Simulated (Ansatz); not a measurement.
**Si2NH6 (SMILES N[SiH][SiH3]): the energy to break a bond**

The species is Si2NH6 (9 atoms), meant as a doublet with charge 0. SMILES: `N[SiH][SiH3]`. Geometry: optimised at B3LYP/def2-SVP. This is one conformer, not always the lowest.

```xyz
9

N    -0.7998    0.8425   -1.4155
Si   -0.4329    0.9159    0.2916
Si    0.6265   -1.0825    0.9728
H    -1.3835    0.0989   -1.7886
H    -0.9139    1.6963   -1.9554
H     0.4775    2.1000    0.4513
H     1.9438   -1.3420    0.3093
H    -0.2721   -2.2383    0.6668
H     0.8429   -1.0370    2.4506
```

Wanted: the dissociation energy of the Si3–Si2 bond into doublet SiH3 and singlet SiNH3 (shapes relaxed at B3LYP/def2-SVP, no zero-point term). 1 Eh = 2625.50 kJ/mol = 27.2114 eV. Totals in Eh; open shells run unrestricted unless said.

```
                                      level  program       Si2NH6  doublet SiH3  singlet SiNH3
                              UHF/def2-TZVP   Ansatz  -635.834501   -290.636580    -345.142911
    UMP2/def2-TZVP, 11 core orbitals frozen   Ansatz  -636.263934   -290.743739    -345.457019
UCCSD(T)/def2-TZVP, 11 core orbitals frozen   Ansatz  -636.332145   -290.774492    -345.497347
```

**Question.** Work out the dissociation energy at each level.

**Answer.** 
1. UHF/def2-TZVP: (-290.636580) + (-345.142911) − (-635.834501) = 0.055010 Eh = 144.4 kJ/mol = 1.50 eV.
2. UMP2/def2-TZVP: (-290.743739) + (-345.457019) − (-636.263934) = 0.063176 Eh = 165.9 kJ/mol = 1.72 eV.
3. UCCSD(T)/def2-TZVP: (-290.774492) + (-345.497347) − (-636.332145) = 0.060306 Eh = 158.3 kJ/mol = 1.64 eV.

The levels span 144 to 166 kJ/mol; no measured value is set beside them. Hartree–Fock lacks the correlation of the bonding electrons, so it comes out low. A fragment with an even electron count was run as a singlet and may have a lower triplet. A bond enthalpy at 298 K also holds the loss of zero-point energy and thermal terms.
